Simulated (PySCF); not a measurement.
# Reproducing measurements on 2,3-butanedione

**Experimental background.**

From NIST CCCBDB Release 22 (SRD 101), experimental polarizabilities, for the gas: mean polarisability 8.201 Å³.

The runs below try to reproduce these values; the comparison stands at the end.

Compound: 2,3-butanedione, C4H6O2.
Numbering: `[CH3:1][C:2](=[O:3])[C:4]([CH3:5])=[O:6]` (hydrogens: H7, H8, H9 on C1; H10, H11, H12 on C5)

Structure used (PBE0-D3(BJ)/def2-TZVP), in Å, numbered top down from 1:
```xyz
12
C4H6O2 angstrom
C     -1.9553    0.0826   -0.0495
C     -0.5633    0.2188    0.4743
O     -0.2844    0.6571    1.5612
C      0.5695   -0.2312   -0.4725
C      1.9614   -0.0978    0.0528
O      0.2912   -0.6490   -1.5677
H     -2.0768    0.7169   -0.9316
H     -2.6688    0.3663    0.7211
H     -2.1321   -0.9403   -0.3885
H      2.6659   -0.5242   -0.6579
H      2.1865    0.9591    0.2196
H      2.0466   -0.5809    1.0283
```

The PySCF runs (gas phase, on this PBE0-D3(BJ)/def2-TZVP geometry; no spin–orbit coupling):

```json
{"level": "CAM-B3LYP/aug-cc-pVTZ", "job": "10 singlets by full TDDFT, 4 Tamm–Dancoff triplets, polarisability", "basis functions": "414"}
{"level": "PBE0/aug-cc-pVTZ", "job": "10 singlets by full TDDFT, 4 Tamm–Dancoff triplets, polarisability, dynamic polarisability", "basis functions": "414"}
{"level": "wB97X-D/aug-cc-pVTZ", "job": "10 singlets by full TDDFT, 4 Tamm–Dancoff triplets, polarisability, ΔSCF ions", "basis functions": "414"}
```

## Comparison

**Mean polarisability.** Measured: 8.201 Å³ (NIST CCCBDB Release 22 (SRD 101), experimental polarizabilities).

```tsv
level	computed (Å³)	computed − measured (Å³)	% (from the printed values)
CAM-B3LYP/aug-cc-pVTZ	8.056	-0.145	-2
PBE0/aug-cc-pVTZ	8.124	-0.077	-1
wB97X-D/aug-cc-pVTZ	8.066	-0.135	-2
```

Closest is PBE0/aug-cc-pVTZ (-0.077 Å³), furthest CAM-B3LYP/aug-cc-pVTZ (-0.145 Å³); one molecule doesn't rank methods. All 3 levels lie below the measurement. The computed values are static and purely electronic, with core orbitals frozen in the response (1 au = 0.148185 Å³). The table of measured values doesn't say here whether a value is static or optical, or holds a vibrational part. The measurement averages over conformers, the calculation has one.

The geometry is computed, not the measured one. Where a level misses, the cause wasn't examined.
